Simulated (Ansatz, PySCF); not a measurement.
Bond stretch in NH, triplet.

Computed with: UKS-PBE = unrestricted PBE/aug-cc-pVDZ (Ansatz, a program for electronic structure); ROCCSD(T) = CCSD(T) on ROHF/aug-cc-pVDZ, frozen core in Ansatz; UCCSD(T) = CCSD(T) on UHF/aug-cc-pVDZ, frozen core (Ansatz); FCI = full CI/aug-cc-pVDZ, frozen core in Ansatz; UKS-B3LYP/6-31G* = unrestricted B3LYP/6-31G*, spherical d (PySCF 2.14.0).

Energies are in kJ/mol, each relative to the lowest point of its own curve near equilibrium.

```csv
R / Å,UKS-PBE,ROCCSD(T),UCCSD(T),FCI,UKS-B3LYP/6-31G*
0.83,146.3,143.9,143.8,144.2,139.0
0.88,78.2,75.9,75.9,76.1,72.6
0.93,35.4,33.6,33.6,33.8,31.6
0.99,8.2,7.3,7.3,7.4,6.5
1.00,5.7,4.9,4.9,5.0,4.3
1.04,0.0,0.0,0.0,0.0,0.0
1.08,0.3,1.0,1.0,1.0,1.6
1.09,1.1,2.1,2.1,2.0,2.7
1.16,13.5,15.7,15.7,15.4,17.2
1.19,21.5,24.3,24.3,23.9,26.0
1.28,52.1,55.5,55.6,54.8,58.6
1.40,100.5,103.2,103.4,101.9,109.0
1.55,163.5,161.2,162.1,159.1,172.4
1.71,225.0,213.5,215.3,210.3,230.9
1.89,278.8,256.4,259.3,252.2,277.8
2.09,316.1,—,288.3,281.0,309.4
2.27,335.1,—,301.2,295.5,325.9
2.56,350.4,—,309.1,306.6,339.9
2.84,356.9,—,311.4,310.7,346.3
3.13,359.9,—,312.3,312.6,349.5
3.62,361.8,—,312.9,313.7,351.8
4.14,362.3,—,313.1,314.0,352.4
```

At the longest distance, 4.14 Å, UKS-PBE lies highest above its minimum (362.3 kJ/mol) and UCCSD(T) lowest (313.1 kJ/mol).

Dashes: no converged value, or the column stops at the first point that the program doubted or that broke a chosen test of continuity, which isn't proof of a fault.

The unrestricted determinant behind UKS-PBE, UKS-B3LYP/6-31G* is spin-contaminated at 1.71 to 4.14 Å (<S²> up to 3.0, against 2.00 for a pure triplet). The T1 diagnostic of CCSD on the restricted reference of ROCCSD(T) exceeds 0.045 at 1.71 to 2.27 Å. The unrestricted determinant behind UCCSD(T) is spin-contaminated at 1.40 to 4.14 Å (<S²> up to 3.0, against 2.00 for a pure triplet).
